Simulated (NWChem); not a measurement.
# B97-GGA1/def2-SVPD run of BH2F (SMILES BF)

Aim: the energy difference between two shapes of BH2F at B97-GGA1/def2-SVPD, from 2 runs. 

The calculation is run with NWChem 7.3.0.

### Step 1. Starting point

BH2F: 4 atoms, total charge 0, spin state singlet. SMILES: `BF`. The shape is that of a PBE0-D4/def2-TZVP optimisation.

Bond lengths: B1–F2 1.317 Å, B1–H3 1.197 Å, B1–H4 1.198 Å. Angles: F2–B1–H3 117.8°, F2–B1–H4 117.8°, H3–B1–H4 124.4°.

### Step 2. Energy and one-electron properties at B97-GGA1/def2-SVPD

The input, mol.nw:

```
start mol
title "BFH2"
memory 2200 mb
geometry noautosym nocenter noautoz
 B     -0.027300    -0.004000    -0.030800
 F      1.061200    -0.296700     0.649900
 H     -1.012500    -0.649100     0.186200
 H      0.034200     0.889600    -0.825600
end
basis spherical
 * library def2-SVPD
end
dft
 xc becke97gga1
 grid medium
 convergence energy 1e-08
 mulliken
 print medium
end
property
 mulliken
 electrondensity
 esp
 octupole
 moldenfile
 molden_norm janpa
end
task dft property
```

Started as:

```bash
$ nwchem mol.nw > mol.out
```

The program printed:

```text
Northwest Computational Chemistry Package (NWChem) 7.3.0
             --------------------------------------------------------

           Job information
           ---------------

    nwchem branch   = 7.3.0
    use scalapack   = T
    input           = mol.nw
    prefix          = mol.
    data base       = ./mol.db
    status          = startup
    nproc           =        1

           Memory information
           ------------------

    heap     =     72089600 doubles =      550.0 Mbytes
    stack    =     72089597 doubles =      550.0 Mbytes
    global   =    144179200 doubles =     1100.0 Mbytes (distinct from heap & stack)
    total    =    288358397 doubles =     2200.0 Mbytes
    verify   = yes
    hardfail = no

           Directory information
           ---------------------

  0 permanent = .
  0 scratch   = .

                                NWChem Input Module
                                -------------------

                                       BFH2
                                       ----

 Scaling coordinates for geometry "geometry" by  1.889725989
 (inverse scale =  0.529177249)

                             Geometry "geometry" -> ""
                             -------------------------

 Output coordinates in angstroms (scale by  1.889725989 to convert to a.u.)

  No.       Tag          Charge          X              Y              Z
 ---- ---------------- ---------- -------------- -------------- --------------
    1 B                    5.0000    -0.02730000    -0.00400000    -0.03080000
    2 F                    9.0000     1.06120000    -0.29670000     0.64990000
    3 H                    1.0000    -1.01250000    -0.64910000     0.18620000
    4 H                    1.0000     0.03420000     0.88960000    -0.82560000

      Atomic Mass
      -----------

      B                 11.009310
      F                 18.998400
      H                  1.007825

 Effective nuclear repulsion energy (a.u.)      27.1757604366

            Nuclear Dipole moment (a.u.)
            ----------------------------
        X                 Y               Z
 ---------------- ---------------- ----------------
    15.9417284397    -4.6294507268     9.5538876805

            XYZ format geometry
            -------------------
     4
 geometry
 B                    -0.02730000    -0.00400000    -0.03080000
 F                     1.06120000    -0.29670000     0.64990000
 H                    -1.01250000    -0.64910000     0.18620000
 H                     0.03420000     0.88960000    -0.82560000

 ==============================================================================
                                internuclear distances
 ------------------------------------------------------------------------------
       center one      |      center two      | atomic units |  angstroms
 ------------------------------------------------------------------------------
    2 F                |   1 B                |     2.48832  |     1.31676
    3 H                |   1 B                |     2.26283  |     1.19744
    4 H                |   1 B                |     2.26295  |     1.19750
 ------------------------------------------------------------------------------
                         number of included internuclear distances:          3
 ==============================================================================

 ==============================================================================
                                 internuclear angles
 ------------------------------------------------------------------------------
        center 1       |       center 2       |       center 3       |  degrees
 ------------------------------------------------------------------------------
    2 F                |   1 B                |   3 H                |   117.82
    2 F                |   1 B                |   4 H                |   117.81
    3 H                |   1 B                |   4 H                |   124.37
 ------------------------------------------------------------------------------
                            number of included internuclear angles:          3
 ==============================================================================

 Summary of "ao basis" -> "" (spherical)
 ------------------------------------------------------------------------------
       Tag                 Description            Shells   Functions and Types
 ---------------- ------------------------------  ------  ---------------------
 *                         def2-SVPD                  on all atoms

                              NWChem Property Module
                              ----------------------

                                       BFH2

  itol2e modified to match energy
  convergence criterion.

                                 NWChem DFT Module
                                 -----------------

                                       BFH2

                      Basis "ao basis" -> "ao basis" (spherical)
                      -----
  [basis functions not shown]

 Summary of "ao basis" -> "ao basis" (spherical)
 ------------------------------------------------------------------------------
       Tag                 Description            Shells   Functions and Types
 ---------------- ------------------------------  ------  ---------------------
 B                         def2-SVPD                 8       20   4s2p2d
 F                         def2-SVPD                 9       23   4s3p2d
 H                         def2-SVPD                 4        8   2s2p

[... 24 lines left out ...]
          Convergence on energy requested:  1.00D-08
          Convergence on density requested:  1.00D-05
          Convergence on gradient requested:  5.00D-04
[... 19 lines left out ...]
          Spatial weights used:  Erf1
[... 1 line left out ...]
          Convergence Information
[... 1 line left out ...]
          Convergence aids based upon iterative change in
          total energy or number of iterations.
[... 54 lines left out ...]
   convergence    iter        energy       DeltaE   RMS-Dens  Diis-err    time
[... 11 lines left out ...]
         Total DFT energy =     -125.803220544086
      One electron energy =     -227.086609105445
           Coulomb energy =       89.343314904250
    Exchange-Corr. energy =      -15.235686779478
 Nuclear repulsion energy =       27.175760436587
[... 5 lines left out ...]
                       DFT Final Molecular Orbital Analysis
[... 418 lines left out ...]
     ---------------------------------------------
      Total Density - Mulliken Population Analysis
     ---------------------------------------------

    Atom       Charge   Shell Charges
 -----------   ------   -------------------------------------------------------
    1 B    5     5.06   1.99  0.85  0.30 -0.01  1.45  0.37  0.11  0.01
    2 F    9     9.32   1.99  1.15  0.72  0.12  3.38  1.81  0.13  0.01  0.01
    3 H    1     0.81   0.78  0.01  0.01  0.00
    4 H    1     0.81   0.78  0.01  0.01  0.00

     -------------------------------------------
      Total Density - Lowdin Population Analysis
     -------------------------------------------

    Atom       Charge   Shell Charges
 -----------   ------   -------------------------------------------------------
    1 B    5     4.72   1.95  0.39  0.20  0.11  1.22  0.42  0.28  0.15
    2 F    9     9.21   1.98  0.96  0.61  0.13  3.21  1.87  0.28  0.01  0.15
    3 H    1     1.03   0.61  0.27  0.03  0.13
    4 H    1     1.03   0.61  0.27  0.03  0.13

 center of mass
 --------------
 x =   1.11380593 y =  -0.32092941 z =   0.67057404

 moments of inertia (a.u.)
 ------------------
          23.910128733823           7.435432026208         -22.125604773306
           7.435432026208          57.269593081372           9.263936707191
         -22.125604773306           9.263936707191          47.438181571864

     Multipole analysis of the density
     ---------------------------------

     L   x y z        total         alpha         beta         nuclear
     -   - - -        -----         -----         ----         -------
     0   0 0 0     -0.000000     -8.000000     -8.000000     16.000000

     1   1 0 0     -0.224961     -8.083344     -8.083344     15.941728
[... 8 lines of this table left out ...]
     2   0 0 2     -9.012214    -12.580924    -12.580924     16.149635

          ---------------
          Octupole Moment
          ---------------

 Center of charge (in au) is the expansion point
         X =       0.9963580 Y =      -0.2893407 Z =       0.5971180

   Third moments in atomic units

   Component  Electronic+nuclear     Point charges             Total
  --------------------------------------------------------------------------
      XXX          11.2253863508          0.0000000000         11.2253863508
      YYY          -2.7936067455          0.0000000000         -2.7936067455
      ZZZ           6.0569213723          0.0000000000          6.0569213723
[... 6 lines of this table left out ...]
      XYZ          -0.5008807438          0.0000000000         -0.5008807438

   Third moments in 10**(-34) esu*cm**3

   Component  Electronic+nuclear     Point charges             Total
  --------------------------------------------------------------------------
      XXX           7.9889727612          0.0000000000          7.9889727612
      YYY          -1.9881763975          0.0000000000         -1.9881763975
      ZZZ           4.3106382576          0.0000000000          4.3106382576
[... 6 lines of this table left out ...]
      XYZ          -0.3564708148          0.0000000000         -0.3564708148

   Octupole moments in atomic units

   Component  Electronic+nuclear     Point charges             Total
  --------------------------------------------------------------------------
      XXX           1.2728063559          0.0000000000          1.2728063559
      YYY           0.2220632214          0.0000000000          0.2220632214
      ZZZ          -1.6134917553          0.0000000000         -1.6134917553
[... 6 lines of this table left out ...]
      XYZ          -1.2522018596          0.0000000000         -1.2522018596

   Octupole moments in 10**(-34) esu*cm**3

   Component  Electronic+nuclear     Point charges             Total
  --------------------------------------------------------------------------
      XXX           0.9058410098          0.0000000000          0.9058410098
      YYY           0.1580397299          0.0000000000          0.1580397299
      ZZZ          -1.1483027204          0.0000000000         -1.1483027204
[... 6 lines of this table left out ...]
      XYZ          -0.8911770370          0.0000000000         -0.8911770370

 1 a.u. = 0.711688 10**(-34) esu*cm**3

          ----------------------------
          Mulliken population analysis
          ----------------------------

 Total      S,P,D,... shell population
 --------------------------------
    Atom          S        P        D
 --------------------------------------------------------------------------------------
     1 B      3.12213   1.82392   0.11695
     2 F      3.98178   5.32161   0.01714
     3 H      0.79255   0.01565   0.00000
     4 H      0.79262   0.01565   0.00000

          ----- Total      gross population on atoms ----

              1  B    5.0     5.06300
              2  F    9.0     9.32053
              3  H    1.0     0.80820
              4  H    1.0     0.80827

          ----- Bond indices -----
  1- 1   0.00000  1- 2   1.14259  1- 3   0.91550  1- 4   0.91555
  2- 1   1.14259  2- 2   0.00000  2- 3   0.01134  2- 4   0.01133
  3- 1   0.91550  3- 2   0.01134  3- 3   0.00000  3- 4   0.02228
  4- 1   0.91555  4- 2   0.01133  4- 3   0.02228  4- 4   0.00000

 Large bond indices
 ------------------
  1   B -  2   F    1.14259
  1   B -  3   H    0.91550
  1   B -  4   H    0.91555

                                                                Free electrons             Valency
                              Number of         Sum of          + Bond indices         - Bond indices
                Valency     Free electrons    Bond indices     =Mulliken charge     = Net spin population
     1  B       2.97364        2.08935          2.97364           5.06300                -0.00000
     2  F       1.16526        8.15527          1.16526           9.32053                -0.00000
     3  H       0.94911       -0.14092          0.94911           0.80820                -0.00000
     4  H       0.94917       -0.14090          0.94917           0.80827                -0.00000

          ---------------------------------------------
          Electrostatic potential/diamagnetic shielding
          ---------------------------------------------

 1 a.u. = 9.07618 esu/cm ( or statvolts )
   Point      X         Y         Z     Total Potential(a.u.)   Diamagnetic shielding(a.u.)
    1 B   -0.05159  -0.00756  -0.05820     -11.344921            15.845650
    2 F    2.00538  -0.56068   1.22813     -26.529635            29.030392
    3 H   -1.91335  -1.22662   0.35187      -1.138505             5.809058
    4 H    0.06463   1.68110  -1.56016      -1.138516             5.809027

          ---------------------
          Electron/spin density
          ---------------------

 1 a.u. = 4.80286 10**(-10) esu

 Total electron density
 ----------------------
   Point      X         Y         Z      Density (a.u.)
    1 B   -0.05159  -0.00756  -0.05820      63.279576
    2 F    2.00538  -0.56068   1.22813     402.753454
    3 H   -1.91335  -1.22662   0.35187       0.380574
    4 H    0.06463   1.68110  -1.56016       0.380556
 MOLDEN output will be written to the file ./mol.molden
  do_norm_janpa  T
  do_norm_nwchem  F
  molden scftype: RHF                  spinref:                     1

 Task  times  cpu:        4.1s     wall:        4.1s
 Total times  cpu:        4.1s     wall:        4.1s
```

It took 4.8 s on 1 thread of Intel Xeon Platinum 8259CL at 2.50GHz (Skylake/Cascade Lake), shared host; peak memory 0.11 GiB.

Atomic charges (e):

```tsv
atom	Mulliken	Löwdin
B1	-0.063	+0.280
F2	-0.321	-0.210
H3	+0.192	-0.030
H4	+0.192	-0.030
```

(Part 1 of 2 ends here.)
